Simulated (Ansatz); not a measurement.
Basis-set series for H₂O₂Si (`O[Si]O`). The species carries charge 0 and has multiplicity 1. All single points use the PBE0-D4/def2-TZVP geometry. It is one conformer, not always the lowest.

```tsv
functional	basis	functions	energy (Eh)	HOMO (eV)	LUMO (eV)
PBE0-D4	def2-SVP	56	-440.70634	-6.93	-0.84
PBE0-D4	def2-QZVPP	244	-441.02923	-7.16	-1.19
ωB97M-V	def2-SVP	56	-440.92888	-9.07	1.31
ωB97M-V	def2-QZVPP	244	-441.25506	-9.33	0.71
```

Task: Give the rows for def2-TZVPP. (An estimate is asked.)

Result: The calculation gave: 
```json
{"functional": "PBE0-D4", "basis": "def2-TZVPP", "functions": "132", "energy (Eh)": "-441.00977", "HOMO (eV)": "-7.10", "LUMO (eV)": "-1.09"}
{"functional": "ωB97M-V", "basis": "def2-TZVPP", "functions": "132", "energy (Eh)": "-441.23655", "HOMO (eV)": "-9.26", "LUMO (eV)": "0.92"}
```

Positive LUMOs are unbound and depend on the basis.

Results of the Gaussian-basis code of Ansatz.
